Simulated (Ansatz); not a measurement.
Molecule: singlet silylene, SiH2, net charge 0, singlet state. 
Coordinates optimised at B3LYP-D3(BJ)/def2-TZVP (Ansatz, a program for electronic structure):
SMILES: [SiH2]
```xyz
3

Si     0.0052     0.0009     0.1327
H     -0.0342     1.0849    -0.9366
H     -0.0389    -1.0973    -0.9218
```
Charge 0, spin multiplicity 1.

Property: atomisation energy (electronic, to ground-state atoms), in kcal/mol. Cores are frozen in the correlated levels unless marked. UHF or UKS for open shells. Spin-orbit coupling is left out. Non-relativistic. FCI takes restricted orbitals. The coupled-cluster limit lacks core correlation, which all-electron functionals hold. CBS(X,Y): correlation extrapolated as X^-3; Hartree-Fock from the larger set (for Q and 5 zeta extrapolated as (X+1)exp(-9√X)).

```
level           program  atomisation energy (kcal/mol)
--------------  -------  -----------------------------
HF/cc-pV(D+d)Z   Ansatz                          108.6
```

Question: Predict the CCSD(T)/CBS(cc-pV(Q+d)Z,cc-pV(5+d)Z) result (Ansatz).

Answer: 153.8 kcal/mol
